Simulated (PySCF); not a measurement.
Spectrum to structure. The calculation used PySCF, TDDFT CAM-B3LYP/def2-SVPD, vertical, gas phase, core orbitals frozen in the response. Geometries: PBE0-D3(BJ)/def2-SVP, one conformer each.

| state | ν̃ (cm⁻¹) | f | main configurations (H = HOMO, L = LUMO) |
| --- | --- | --- | --- |
| S1 | 60830 | 0.399 | H→L (90%) |
| S2 | 62190 | 0.034 | H→L+1 (87%) |
| S3 | 63660 | 0.013 | H-2→L (26%), H-2→L+2 (20%), H-2→L+5 (11%) |
| S4 | 64310 | 0.023 | H-2→L (31%), H-3→L (26%), H-4→L (9%) |
| S5 | 64560 | 0.078 | H-1→L (29%), H-1→L+5 (18%), H→L+2 (11%) |
| S6 | 65370 | 0.059 | H→L+2 (36%), H-1→L+2 (19%), H-1→L+4 (14%) |
| S7 | 66150 | 0.015 | H-1→L+2 (29%), H-2→L+2 (16%) |
| S8 | 66890 | 0.011 | H-2→L+2 (17%), H-4→L (14%), H→L+3 (10%) |
| S9 | 67260 | 0.0015 | H→L+5 (19%), H→L+3 (13%), H→L+2 (12%) |
| S10 | 69410 | 0.022 | H→L+3 (39%), H→L+4 (25%), H→L+2 (13%) |

Triplets computed (Tamm–Dancoff): 4.39, 5.82, 5.89, 6.71 eV.

Task: Which structure fits? All have the formula C4H5N.
A. `[C-]#[N+]C1CC1`
B. `CC#C/C=N\[H]`
C. `[C-]#[N+]CC=C`

Result: C. Its S1, at 7.54 eV, is the highest among the candidates; the nearest of the others has S1 at 7.21 eV. S1 is HOMO→LUMO (90%). Löwdin shares by element: HOMO carbon 84% (atoms not listed hold the other 16%); LUMO carbon 70% or more, hydrogen 7% or more (atoms not listed hold the other 23%). At the same level the other candidates give, for their lowest levels:
- `[C-]#[N+]C1CC1`: 7.21 eV (f 0.001); 7.76 eV (f 0.058); 8.02 eV (f 0.054); 8.06 eV (f 0.002); 8.14 eV (f 0.071); T1 5.75 eV; HOMO -9.84, LUMO 1.16 eV
- `[H]/N=C\C#CC`: 4.81 eV (f 0.004); 5.32 eV (f 0.001); 5.70 eV (f 0.166); 6.49 eV (f 0.001); 7.19 eV (f 0.006); T1 3.78 eV; HOMO -9.02, LUMO -0.15 eV

Conformer computed: `[C-:1]#[N+:2][CH2:3][CH:4]=[CH2:5]`: N2–C3–C4–C5 127°.
